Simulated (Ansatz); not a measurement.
# BSiNH+ (singlet): wave-function methods side by side, cc-pVDZ

One table from this session's results is given with a row withheld; the runs are named, their logs left out.

Method: cc-pVDZ, core rule «outside noble gas», up to 7 orbitals frozen; program: Ansatz 0.2.0, Gaussian basis.

To be run: UHF; CCSD(T) on RHF; CCSD(T) on UHF; BCCD(T) on RHF; CISD; CCSDT(Q) on RHF; CCSDT(Q) on UHF; CASSCF and MRCISD+Q, 8 electrons in 8 orbitals; CASSCF and NEVPT2, 8 electrons in 8 orbitals.

20 further runs of the same task are left out: 9 that didn't finish, 11 set aside as unsound or not needed.

### The geometry

The geometry is a PBE0/def2-TZVP stationary point (not a proven minimum) of the parent state, kept for this charge and spin.

4 atoms, charge 1, spin multiplicity 1.

Atoms are counted from 1 here; the program's logs count them from 0.

Bond lengths: N1–B2 1.246 Å, N1–H4 0.993 Å, B2–Si3 1.991 Å. Angles: B2–N1–H4 180.0°, N1–B2–Si3 180.0°.

The first run:

The input, in.yaml:

```yaml
crystal:
  periodic: [false, false, false]
  atoms:
    - {symbol: N, position_ang: [0.000000, 0.000000, 0.872300]}
    - {symbol: B, position_ang: [0.000000, 0.000000, -0.373400]}
    - {symbol: Si, position_ang: [0.000000, 0.000000, -2.364200]}
    - {symbol: H, position_ang: [0.000000, 0.000000, 1.865300]}
basis:
  gaussian: {orbitals: cc-pVDZ}
total_charge: 1
magnetization: {spin_polarized: true, initial_magnetization: 0}
hamiltonian: {xc: hf}
output: {orbitals: {seedname: orbitals}}
```

The run is started by

```bash
$ ansatz run in.yaml --threads 1 --pin off --events-out ev --progress --plain --max-ram 2393MiB
```

Steps of the session up to this table: UHF; CCSD(T) on RHF; CCSD(T) on UHF; BCCD(T) on RHF; CISD; CCSDT(Q) on RHF; CCSDT(Q) on UHF; CASSCF and MRCISD+Q, 8 electrons in 8 orbitals; CASSCF and NEVPT2, 8 electrons in 8 orbitals.

One table of the session follows, with a row left open; its other results are not shown here.

```
           method  from RCCSDT(Q) (meV)
              RHF                     ?
              UHF               +9444.5
             RMP2               +1186.2
             CISD               +1480.1
            RCCSD                +505.9
         RCCSD(T)                 +84.8
          BCCD(T)                 +85.3
           RCCSDT                 +55.9
        RCCSDT(Q)                     0
  CASSCF frontier               +5672.3
  MRCISD frontier                +603.9
MRCISD+Q frontier                 +86.7
```

Estimate the missing values for RHF.

**Answer.** from RCCSDT(Q) (meV): +9465.4. In the column «from RCCSDT(Q) (meV)» it is the highest.

Not comparable, so not listed: CCSD(T) on UHF; CASSCF and NEVPT2, 8 electrons in 8 orbitals (they don't share determinant, frozen orbitals or solution with the rows shown, or repeat one).

Caveats from the session: Warnings: restricted reference is unstable; spin contamination; large T1 diagnostic. Warnings in the runs' records: passed over end.
